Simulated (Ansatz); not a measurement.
Cost and result for the atomization energy of C3H4FNO (`N/C=C1\OC1F`) (10 atoms, 10 bonds).

Z-matrix (Å, degrees):
```
C
O 1 1.419
F 1 1.345 2 115.1
C 1 1.413 2 58.8 3 -112.0
H 1 1.087 2 115.8 3 131.2
C 4 1.318 1 161.1 2 -176.7
N 6 1.391 4 125.1 1 172.8
H 6 1.083 4 118.2 1 -3.3
H 7 1.009 6 114.0 4 16.1
H 7 1.008 6 113.8 4 144.8
```

The species carries charge 0 and has multiplicity 1. The structure was optimised at the PBE0-D4/def2-TZVP level. It is one conformer, not always the lowest. Program: Ansatz. All runs use 4 threads of an Arm Neoverse V1 on a shared host. Times are those of one run each, without the atoms' runs, and a repeat can differ threefold. Electronic energies, without spin–orbit coupling; frozen cores. CCSD(T)/CBS adds CCSD(T) − MP2 in def2-TZVPP to the MP2 limit, and its time is that of the two runs behind it. T1 = 0.014. B3LYP takes the VWN-RPA correlation (the form of Gaussian; ORCA's B3LYP/G).

CCSD(T)/CBS is a level of theory with its own doubt, some kJ/mol a heavy atom from the limit and from the frozen cores, so smaller differences don't rank the functionals.

```tsv
level	functions	wall time	atomization (kJ/mol)	difference from CCSD(T)/CBS	per bond
PBE-D4/def2-TZVPP (with forces)	242	2.2 s	4308.0	228.9	22.9
PBE0-D4/def2-TZVPP	242	2.4 s	4149.5	70.4	7.0
B3LYP-D4/def2-TZVPP (with forces)	242	3.9 s	4100.1	21.0	2.1
r2SCAN-D4/def2-TZVPP (with forces)	242	4 s	4121.0	41.9	4.2
B2PLYP/def2-TZVPP	242	4.9 s	4055.0	-24.1	-2.4
ωB97X-V/def2-TZVPP	242	6.5 s	4110.3	31.2	3.1
ωB97M-V/def2-TZVPP (with forces)	242	9.5 s	4113.6	34.5	3.5
MP2/def2-QZVPP	462	20 s	4164.5	85.4	8.5
CCSD(T)/def2-TZVPP	242	3.1 min	3951.6	-127.5	-12.7
CCSD(T)/CBS(def2)	–	3.5 min	4079.1	0.0	0.0
```

The D4 term adds +26.4 kJ/mol with B3LYP and +13.8 kJ/mol with PBE0; it sums over pairs of atoms, weighted by their polarisabilities, and B3LYP, whose exchange is more repulsive, gets the larger term. In def2-TZVPP, CCSD(T) changes the Hartree–Fock value by +1255.1 kJ/mol (the triples alone add +93.8 kJ/mol) and MP2 by +1392.4 kJ/mol; breaking electron pairs costs correlation energy, which Hartree–Fock lacks. From PBE to PBE0 (25 % exact exchange), in def2-TZVPP and without D4, the atomization energy moves by −155.8 kJ/mol: exact exchange takes away binding that semilocal exchange gives to molecules.
